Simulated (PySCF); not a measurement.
Compound: C5H12P (charge +1).
SMILES with atom numbers: `[CH2:1]1[CH2:2][CH2:3][PH2+:4][CH2:5][CH2:6]1`

Definitions: NICS(0) = −σiso at the ring centroid; NICS(1) = −σiso and NICS(1)zz = −σzz at ±1 Å along the ring normal z. Level: GIAO PBE0/pcSseg-1 (PySCF, non-relativistic, gas phase) on the GFN2-xTB geometry, one conformer.

Ring bond lengths (Å), with Mayer bond orders in brackets: C1–C2 1.529 (1.03), C2–C3 1.537 (1.00), C3–P4 1.807 (1.01), P4–C5 1.807 (1.01), C5–C6 1.536 (1.00), C6–C1 1.529 (1.03).

Question: What do the NICS probes read (ppm)?

Answer: 
```tsv
ring	type	NICS(0)	NICS(1), two faces	NICS(1)zz, two faces	rms pucker (Å)	centre to ring atoms, mean (Å)
C1–C2–C3–P4–C5–C6	6-membered ring with P; formal bonds all single	-2.1	-2.2 / -2.0	3.6 / 4.2	0.26	1.56
```

Question: What can be read from them?

Answer: 
- C1–C2–C3–P4–C5–C6: mean NICS(1)zz 3.9 ppm, deshielded. C1, C2, C3, P4, C5, C6 have four or more neighbours, so the value isn't read as a sign of a π ring current.

Question: At the second NICS(1) probe listed for ring C1–C2–C3–P4–C5–C6, 1 Å off the ring, how large is the induced field along the normal in 11.7 T applied along it?

Answer: NICSzz × B0 = 4.2 ppm × 11.7 T = 49 μT, along the applied field.

Question: List the ring angles and the Hirshfeld charges of the ring atoms.

Answer: 
- C1–C2–C3–P4–C5–C6: C1 112.7° (-0.059 e), C2 112.5° (-0.051 e), C3 108.2° (-0.073 e), P4 107.1° (+0.481 e), C5 108.2° (-0.073 e), C6 112.5° (-0.051 e); sum 661.1° against 720° for a flat convex ring.

Question: How shielded are the nuclei of the rings and their hydrogens (means over atoms taken as equivalent)?

Answer: 
| atoms | environment | σ isotropic (ppm) |
| --- | --- | --- |
| C1 | ring CH2 carbon | 158.9 |
| C2 (×2) | ring CH2 carbon | 160.2 |
| C3 (×2) | sp3 carbon bound to phosphorus | 169.9 |
| P4 | phosphonium phosphorus | 382.1 |
| H on C1 (×2) | methylene hydrogen | 29.78 |
| H on C2 (×4) | methylene hydrogen | 29.46 |
| H on C3 (×4) | methylene hydrogen | 29.16 |
| H on P4 (×2) | P–H hydrogen | 26.07 |

Rough CPU time on one thread of a shared machine: about 80 s (with the writing of density and orbital grids). This is the whole shielding run at PBE0/pcSseg-1, SCF included.
